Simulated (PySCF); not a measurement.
Isothiazole, C3H3NS.
Atom-mapped SMILES: `[cH:1]1[cH:2][n:3][s:4][cH:5]1` (hydrogens: H6 on C1; H7 on C2; H8 on C5)

Computed with PBE0-D3(BJ)/def2-TZVP geometry optimisation, gas phase in PySCF 2.14.0.

Q: List the bond lengths and angles at this level.

A: 
| bond | length (Å) | order |
| --- | --- | --- |
| C1–C2 | 1.413 | aromatic |
| C2–N3 | 1.314 | aromatic |
| N3–S4 | 1.636 | aromatic |
| S4–C5 | 1.693 | aromatic |
| C1–C5 | 1.367 | aromatic |
| C1–H6 | 1.081 | single |
| C2–H7 | 1.084 | single |
| C5–H8 | 1.080 | single |

Orders are formal, as drawn. A selection of angles:
| angle | degrees |
| --- | --- |
| C2–C1–C5 | 109.9 |
| C2–C1–H6 | 125.1 |
| C5–C1–H6 | 125.0 |
| C1–C2–N3 | 116.6 |
| C1–C2–H7 | 124.9 |
| N3–C2–H7 | 118.5 |
| C2–N3–S4 | 109.0 |
| N3–S4–C5 | 95.7 |
| S4–C5–H8 | 122.8 |
| C1–C5–S4 | 108.7 |
| C1–C5–H8 | 128.5 |

The 2 C–C bonds span 1.367 Å (C1–C5, aromatic) to 1.413 Å (C1–C2, aromatic), a spread of 0.046 Å. The 5-membered ring C1–C2–N3–S4–C5 has internal angles of 95.7° to 116.6°; it is planar, 0.00 Å rms from its mean plane, widest ring torsion 0°. The 5 heavy atoms lie in one plane (0.000 Å rms).

Point group: Cs (every atom within 0.08 Å of its image). No frequency check.
